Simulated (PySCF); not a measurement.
PO, optimised at PBE/def2-SVP:

```xyz
2

P      0.0039    -0.5591     0.5124
O     -0.0039     0.5591    -0.5124
```

Energies from PySCF (xtb for GFN2), thermal terms from the rigid-rotor harmonic-oscillator model, ideal gas at 1 bar. 6-31G* has spherical d functions here. Open shells (unrestricted): PO (multiplicity 2). GFN2 has no spin-polarisation term. Spin-orbit splitting is ignored; it lowers the true energy and changes the entropy of PO. B3LYP is the form with VWN-RPA correlation.

List the harmonic frequencies (cm⁻¹, unscaled) at this level and at the other levels, each on its own geometry.


- PBE/def2-SVP: 1181
- B3LYP/6-31G*: 1232
- GFN2-xTB: 1319
- HF/6-31G*: 1403
- PBE0/def2-TZVP: 1288
